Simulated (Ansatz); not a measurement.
# CH2Si (singlet): from Hartree-Fock to the top rungs, cc-pVDZ

An exercise on one series of results from a longer session: the logs are not shown, and one member is left open.

Computed with Ansatz 0.2.0, Gaussian basis. Level: cc-pVDZ, core rule «outside noble gas», up to 6 orbitals frozen.

To be run: UHF; CCSD(T) on RHF; CCSD(T) on UHF; BCCD(T) on RHF; CISD; CCSDT(Q) on RHF; CCSDT(Q) on UHF; CCSDTQ on RHF; CASSCF and MRCISD+Q, 10 electrons in 10 orbitals; CASSCF and NEVPT2, 10 electrons in 10 orbitals.

4 further runs of the same task are left out: 4 set aside as unsound or not needed.

### What is computed

The geometry is a PBE0/def2-TZVP stationary point (not a proven minimum).

4 atoms, charge 0, spin multiplicity 1.

Atoms are counted from 1 here; the program's logs count them from 0.

Bond lengths: Si1–C2 1.702 Å, C2–H3 1.090 Å, C2–H4 1.090 Å. Angles: Si1–C2–H3 123.5°, Si1–C2–H4 123.5°, H3–C2–H4 113.0°.

Coordinates:

```mol
CH2Si
  3D, bonds by distance, orders not assigned

  4  3  0  0  0  0  0  0  0  0999 V2000
    0.0000    0.0000    0.5957 Si  0  0
    0.0000    0.0000   -1.1063 C   0  0
    0.0000   -0.9093   -1.7078 H   0  0
    0.0000    0.9093   -1.7078 H   0  0
  1  2  8  0
  2  3  8  0
  2  4  8  0
M  END
```

Set-up of the first run:

The input, in.yaml:

```yaml
crystal:
  periodic: [false, false, false]
  atoms:
    - {symbol: Si, position_ang: [0.000000, 0.000000, 0.595671]}
    - {symbol: C, position_ang: [0.000000, 0.000000, -1.106259]}
    - {symbol: H, position_ang: [0.000000, -0.909276, -1.707827]}
    - {symbol: H, position_ang: [0.000000, 0.909276, -1.707827]}
basis:
  gaussian: {orbitals: cc-pVDZ}
magnetization: {spin_polarized: true, initial_magnetization: 0}
hamiltonian: {xc: hf}
output: {orbitals: {seedname: orbitals}}
```

Run with:

```bash
> ansatz run in.yaml --threads 1 --pin off --events-out ev --progress --plain --max-ram 2816MiB --backend cpu
```

Among the steps run: UHF; CCSD(T) on RHF; CCSD(T) on UHF; BCCD(T) on RHF; CISD; CCSDT(Q) on RHF; CCSDT(Q) on UHF; CCSDTQ on RHF; CASSCF and MRCISD+Q, 10 electrons in 10 orbitals; CASSCF and NEVPT2, 10 electrons in 10 orbitals.

One of the session's tables, all rows but one given; the rest of the session is left out.

| method | from RCCSDTQ (meV) |
| --- | --- |
| RHF | +6972.1 |
| UHF | +6928.8 |
| RMP2 | +1109.4 |
| CISD | +874.7 |
| RCCSD | ? |
| RCCSD(T) | +46.3 |
| BCCD(T) | +45.5 |
| RCCSDT | +21.1 |
| RCCSDT(Q) | -1.2 |
| RCCSDTQ | 0 |
| CASSCF valence | +3806.6 |
| NEVPT2 valence | +1002.1 |
| MRCISD valence | +272.5 |
| MRCISD+Q valence | +45.8 |

Estimate the missing values for RCCSD.

The run gave: from RCCSDTQ (meV): +306.5. In the column «from RCCSDTQ (meV)» it lies between MRCISD valence (+272.5) and CISD (+874.7).
